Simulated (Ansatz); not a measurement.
**[Br···H···GeH3], doublet along the distance Br1-H2**

Starting geometry:

```xyz
6

Br   -1.6607    0.0000    0.0000
H    -0.2401    0.0000    0.0000
Ge    1.7383    0.0000    0.0000
H     2.2069   -1.4659    0.0000
H     2.2069    0.7330   -1.2695
H     2.2069    0.7330    1.2695
```

From there H2 is moved from one fragment to the other while all else, the fragments' distance too, stays fixed; atoms are numbered as listed. Energies are in eV, counted from the starting geometry at the same level. Kohn–Sham curves are unrestricted where that lies lower.

Basis cc-pVDZ; Ansatz 0.2.0. Correlated methods freeze the noble-gas cores and the filled d shells of p-block atoms. Prefix R: restricted or restricted open-shell reference; prefix U: unrestricted. No spin–orbit coupling is included, and no scalar relativity.

In so small a basis the reference is far from its limit while semilocal and hybrid functionals are nearer theirs (RPA and double hybrids share much of the reference's basis error), so the functionals' errors here hold much of the reference's basis and frozen-core error, which can add to them or hide them.

Full CI isn't at hand for all of this; UCCSDT(Q) serves as the reference, and is uncertain by about the last step of the cluster series.

```json
{"distance Br1-H2 (Å)": "1.421", "UCCSDT(Q)": "0.000", "PBE": "0.000", "BLYP": "0.000", "r2SCAN": "0.000", "PBE0": "0.000", "B3LYP": "0.000", "wB97M-V": "0.000", "B2PLYP": "0.000", "RPA-PBE": "0.000"}
{"distance Br1-H2 (Å)": "1.485", "UCCSDT(Q)": "-0.054", "PBE": "-0.101", "BLYP": "-0.107", "r2SCAN": "-0.082", "PBE0": "-0.080", "B3LYP": "-0.088", "wB97M-V": "-0.058", "B2PLYP": "-0.071", "RPA-PBE": "-0.069"}
{"distance Br1-H2 (Å)": "1.613", "UCCSDT(Q)": "-0.074", "PBE": "-0.170", "BLYP": "-0.193", "r2SCAN": "-0.124", "PBE0": "-0.126", "B3LYP": "-0.154", "wB97M-V": "-0.077", "B2PLYP": "-0.113", "RPA-PBE": "-0.114"}
{"distance Br1-H2 (Å)": "1.741", "UCCSDT(Q)": "-0.082", "PBE": "-0.152", "BLYP": "-0.198", "r2SCAN": "-0.104", "PBE0": "-0.115", "B3LYP": "-0.163", "wB97M-V": "-0.077", "B2PLYP": "-0.120", "RPA-PBE": "-0.136"}
{"distance Br1-H2 (Å)": "1.869", "UCCSDT(Q)": "-0.042", "PBE": "-0.030", "BLYP": "-0.100", "r2SCAN": "-0.004", "PBE0": "-0.022", "B3LYP": "-0.089", "wB97M-V": "-0.030", "B2PLYP": "-0.062", "RPA-PBE": "-0.096"}
```
